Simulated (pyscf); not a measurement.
# Insertion: O=Sn: [singlet] + HCl → O=SnH–Cl

Gas phase, singlet surface, charge 0. Bonds broken: Cl3–H4. Bonds formed: Sn1–Cl3, Sn1–H4. Structures and frequencies: ωB97X-D3(BJ)/def2-SVP in PySCF. MP2 and CC: frozen core, UHF for open shells. ΔMP2 is the change of the MP2 total energy from the triple- to the quadruple-zeta basis.

Transition state (Å):

```xyz
4

Sn     0.3178     0.4282    -1.0866
O      1.9680     0.9573    -1.6296
Cl    -0.1263     0.1664     1.4447
H     -1.0683    -0.0402    -0.1304
```

One imaginary mode, 1246i cm⁻¹; descent along it reached the two sides named.

| bond | change | reactant side (Å) | saddle | product side |
|---|---|---|---|---|
| Cl3–H4 | breaks | 1.285 | 1.847 | 3.2 |
| Sn1–Cl3 | forms | 3.2 | 2.583 | 2.331 |
| Sn1–H4 | forms | 3.7 | 1.748 | 1.697 |

Electronic energies relative to the separated reactants (eV):

```
level                             barrier  reaction energy  reverse barrier
--------------------------------  -------  ---------------  ---------------
ωB97X-D3(BJ)/def2-TZVP               1.61            -0.03             1.63
PBE/def2-TZVP                        1.27            +0.26             1.02
r²SCAN/def2-TZVP                     1.32            +0.13             1.19
B3LYP-D3(BJ)/def2-TZVP               1.57            +0.31             1.26
PBE0-D3(BJ)/def2-TZVP                1.45            +0.13             1.32
M06-2X/def2-TZVP                     1.57            +0.02             1.55
ωB97M-D3(BJ)/def2-TZVP               1.81            +0.29             1.52
HF/def2-TZVP                         2.36            +0.20             2.16
MP2/def2-QZVPP                       1.84            +0.51             1.33
CCSD/def2-TZVPP                      1.98            +0.35             1.63
CCSD(T)/def2-TZVPP                   1.84            +0.38             1.46
CCSD(T)/def2-TZVPP + ΔMP2(QZVPP)     1.77            +0.35             1.42
```

With CCSD(T)/def2-TZVPP + ΔMP2(QZVPP) energies and thermal terms (ideal gas, 1 atm, RRHO with modes under 100 cm⁻¹ raised to 100, one conformer, R ln 2 for rigid chiral ones), in eV:

| T (K) | ΔH‡ | ΔG‡ | ΔH | ΔG |
|---|---|---|---|---|
| 298 | 1.70 | 2.06 | +0.34 | +0.70 |
| 600 | 1.70 | 2.42 | +0.36 | +1.07 |
| 900 | 1.70 | 2.78 | +0.38 | +1.42 |
| 1200 | 1.71 | 3.14 | +0.41 | +1.76 |

O=SnH–Cl lies 3.03 eV over its isomer HO–Sn:–Cl [singlet], and others may lie lower still (electronic energy, ωB97M-D3(BJ)). This is the saddle that the search found; another between the same sides may lie lower. The CCSD(T) − MP2 part came from Ansatz, without density fitting, on the same reference. The largest closed-shell T1 diagnostic is 0.033, which may signal static correlation. The frozen core leaves the outer d or s,p core shells of the metals and heavy elements correlated in the MP2 and CC values, and def2-TZVPP describes them poorly, which can shift differences by a few kcal/mol. Elements past Kr carry the def2 core potentials, without spin-orbit coupling.
